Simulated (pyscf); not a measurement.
H₂N–Ga(NH₂)–NH₂ (SMILES [NH2][Ga]([NH2])[NH2]) + CH₃• (SMILES [CH3]) → •HN–Ga(NH₂)–NH₂ (SMILES [NH][Ga]([NH2])[NH2]) + CH₄ (SMILES C), a hydrogen abstraction (doublet surface; H–N broken, C–H formed). Single points on ωB97X-D3(BJ)/def2-SVP structures (PySCF, gas phase). Energies in kcal/mol from the separated reactants.

Small-basis levels: PySCF, no dispersion term, spherical d functions. Open shells are spin-unrestricted. 

Question: In single points HF/6-31G*+LANL2DZ puts the saddle at 31.1 kcal/mol and the reaction energy at -0.4 kcal/mol. Should these be trusted to within a few kcal/mol? Compare with ωB97M-D3(BJ)/def2-TZVP.

Answer: ωB97M-D3(BJ)/def2-TZVP gives ΔE‡ = 16.0 kcal/mol and ΔE = +4.3 kcal/mol. HF/6-31G*+LANL2DZ lies 15.1 kcal/mol over it in the barrier and 4.7 kcal/mol under it in the reaction energy, so on this step it does not hold to within 3.0 kcal/mol. ωB97M-D3(BJ)/def2-TZVP has limits of its own. This is the saddle that the search found; another between the same sides may lie lower. The angle at the transferred H is 165°. In the def2 sets elements up to Kr have no core potential.
